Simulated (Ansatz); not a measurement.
Born–Oppenheimer molecular dynamics of AlFH₂O (5 atoms, charge 0, multiplicity 1). It starts from a rough guess of a transition structure, not a stationary point.

Method: UKS PBE/def2-SVP (Ansatz 0.2.0).

```
ensemble                      : NVE (velocity Verlet)
time step                     : 0.5 fs
steps asked                   : 150
starting velocities drawn for : 1000 K
seed                          : 195593
```

Frames 1 fs apart, positions in Å.

Velocities at 25 fs (Å/ps):

```
Al 13.67 -0.36 24.79
F -15.94 6.61 -21.77
O -1.60 -4.65 -12.76
H -51.57 -2.64 -41.24
H 11.46 -38.57 -9.20
```

```xyz
5
Properties=species:S:1:pos:R:3 time_fs=25 energy_less_start_eV=-1.968 T=6067
Al -0.338 0.220 -0.338
F 0.344 0.514 1.284
O 0.586 -1.361 -0.617
H 1.156 -1.550 0.178
H -1.323 0.924 -1.488
5
Properties=species:S:1:pos:R:3 time_fs=26 energy_less_start_eV=-2.066 T=6317
Al -0.324 0.219 -0.313
F 0.328 0.521 1.262
O 0.584 -1.365 -0.630
H 1.103 -1.551 0.136
H -1.309 0.884 -1.492
5
Properties=species:S:1:pos:R:3 time_fs=27 energy_less_start_eV=-2.033 T=6241
Al -0.310 0.217 -0.288
F 0.311 0.528 1.239
O 0.580 -1.368 -0.643
H 1.059 -1.556 0.107
H -1.289 0.842 -1.487
5
Properties=species:S:1:pos:R:3 time_fs=28 energy_less_start_eV=-2.052 T=6285
Al -0.294 0.215 -0.263
F 0.294 0.535 1.217
O 0.575 -1.369 -0.659
H 1.035 -1.570 0.108
H -1.263 0.798 -1.472
5
Properties=species:S:1:pos:R:3 time_fs=29 energy_less_start_eV=-2.046 T=6262
Al -0.279 0.211 -0.240
F 0.278 0.543 1.195
O 0.567 -1.369 -0.676
H 1.029 -1.592 0.136
H -1.234 0.754 -1.448
5
Properties=species:S:1:pos:R:3 time_fs=30 energy_less_start_eV=-1.831 T=5711
Al -0.264 0.207 -0.218
F 0.261 0.552 1.176
O 0.559 -1.367 -0.694
H 1.028 -1.618 0.169
H -1.202 0.711 -1.417
5
Properties=species:S:1:pos:R:3 time_fs=31 energy_less_start_eV=-1.473 T=4795
Al -0.249 0.201 -0.199
F 0.245 0.562 1.159
O 0.551 -1.365 -0.710
H 1.023 -1.643 0.189
H -1.169 0.671 -1.380
5
Properties=species:S:1:pos:R:3 time_fs=32 energy_less_start_eV=-1.137 T=3934
Al -0.234 0.193 -0.183
F 0.231 0.574 1.146
O 0.542 -1.361 -0.724
H 1.008 -1.664 0.186
H -1.139 0.636 -1.342
5
Properties=species:S:1:pos:R:3 time_fs=33 energy_less_start_eV=-0.945 T=3440
Al -0.221 0.183 -0.171
F 0.218 0.587 1.139
O 0.535 -1.358 -0.737
H 0.982 -1.680 0.156
H -1.115 0.609 -1.305
5
Properties=species:S:1:pos:R:3 time_fs=34 energy_less_start_eV=-0.931 T=3401
Al -0.208 0.171 -0.163
F 0.208 0.602 1.138
O 0.527 -1.354 -0.747
H 0.949 -1.691 0.104
H -1.099 0.590 -1.274
5
Properties=species:S:1:pos:R:3 time_fs=35 energy_less_start_eV=-1.035 T=3668
Al -0.196 0.157 -0.159
F 0.199 0.620 1.143
O 0.519 -1.350 -0.757
H 0.913 -1.703 0.039
H -1.094 0.582 -1.251
5
Properties=species:S:1:pos:R:3 time_fs=36 energy_less_start_eV=-1.227 T=4168
Al -0.185 0.141 -0.160
F 0.191 0.639 1.154
O 0.511 -1.345 -0.766
H 0.886 -1.724 -0.019
H -1.101 0.584 -1.237
```

Of the whole run (75 fs, mean temperature of the second half 3704 K): The conserved energy stayed within 1.3 meV per atom of its start (net change -0.26 meV per atom), so the integration is sound. The kinetic energy rose, since the run started high on the potential surface and went downhill. A run of 0.075 ps of so small a system gives no equilibrium averages. The orbitals were unrestricted but ended closed-shell.

Run time: 3.7 min on 1 thread of Arm Neoverse V2 (shared host), peak memory 0.11 GiB.
